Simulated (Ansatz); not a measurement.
# CH5NO: the cost of one run

All numbers are computed with Ansatz 0.2.0 through its Python package. Level of theory: CAM-B3LYP/6-31G*.

### Step 1. Starting point

Bond lengths: N1–C2 1.411 Å, C2–O3 1.382 Å, N1–H4 1.007 Å, N1–H5 1.077 Å, C2–H6 1.105 Å, C2–H7 1.119 Å, O3–H8 0.905 Å. Angles: N1–C2–O3 103.9°, N1–C2–H6 113.6°, N1–C2–H7 112.0°, O3–C2–H6 109.7°, O3–C2–H7 109.5°, H6–C2–H7 108.1°, C2–N1–H4 108.6°, C2–N1–H5 107.8°, H4–N1–H5 104.1°, C2–O3–H8 106.1°.

The script holds or builds the structure itself.

### Step 2. Script

Input file ch5no.py:

```python
import argparse

import ansatz as az
from ase import Atoms
from ase.thermochemistry import IdealGasThermo
import numpy as np

parser = argparse.ArgumentParser(description='Harmonic frequencies of CH5NO at its relaxed geometry.')
parser.add_argument('--basis-set', default='6-31G*', help='basis')
parser.add_argument('--functional', required=True, help='exchange-correlation functional')
args = parser.parse_args()

GEOMETRY = '''
N    -0.60350   -0.18030   -0.69260
C     0.25800    0.35130    0.28990
O     0.60180   -0.74470    1.05830
H    -0.07070   -0.79170   -1.28880
H    -0.90100    0.62590   -1.34190
H    -0.21830    1.11790    0.92680
H     1.18030    0.79720   -0.15950
H    -0.15440   -1.23280    1.15210
'''

molecule = az.Crystal.molecule()
for line in GEOMETRY.strip().splitlines():
    symbol, *xyz = line.split()
    molecule = molecule.atom(symbol, [float(v) for v in xyz])

base = (
    molecule.calculation()
    .basis(gaussian=args.basis_set)
    .functional(args.functional)
)
symbols = [site.symbol for site in molecule.cartesian_sites]
start = np.array([site.position_ang for site in molecule.cartesian_sites], dtype=float)
summary = base.relax(force_tolerance=0.003).run(threads=1).report
end = np.array(summary['positions_ang'])

print('bond        before    after (A)')
for i, j in [(0, 1), (0, 3), (0, 4), (1, 2), (1, 5), (1, 6), (2, 7)]:
    d0, d1 = (np.linalg.norm(xyz[i] - xyz[j]) for xyz in (start, end))
    print(f'{symbols[i]}{i}-{symbols[j]}{j}'.ljust(10), f'{d0:8.4f} {d1:8.4f}')

minimum = az.Crystal.molecule()
for symbol, xyz in zip(symbols, end):
    minimum = minimum.atom(symbol, xyz.tolist())
vibrating = (
    minimum.calculation()
    .basis(gaussian=args.basis_set)
    .functional(args.functional)
    .phonons(temperatures=(200, 600, 100))
)
vib = vibrating.run(threads=1).report['vibrations']
sums = vib['harmonic_sums']
modes = [m['omega_inv_cm'] for m in sums['modes_at_gamma'] if m['rigid_motion'] == 'no']
for number, w in enumerate(modes, start=1):
    print(f'mode {number:2d} {w:9.1f} 1/cm {w / 8065.544 * 1000:8.2f} meV')
print('imaginary modes:', sum(w < 0 for w in modes), ' zero-point energy:', round(sums['zero_point_energy_ev'], 4), 'eV')
gas = IdealGasThermo(vib_energies=[w / 8065.544 for w in modes if w > 0], geometry='linear' if len(modes) == 3 * len(symbols) - 5 else 'nonlinear',
                     atoms=Atoms(symbols, positions=end), symmetrynumber=1, spin=0.0)
print(f'H(298 K) - E = {gas.get_enthalpy(298.15, verbose=False):.4f} eV')
print(f'S(298 K, 1 bar) = {96485.33 * gas.get_entropy(298.15, 1e5, verbose=False):.1f} J/(mol K) with symmetry number 1')
```

### Step 3. Launch

Launch:

```bash
$ python ch5no.py --functional cam_b3lyp
```

**Question.** How long does this script take on 1 thread of Intel Xeon Platinum 8375C at 2.90GHz (Ice Lake), shared host, and how much memory does it need?

About 78 s, with a peak of 0.26 GiB.
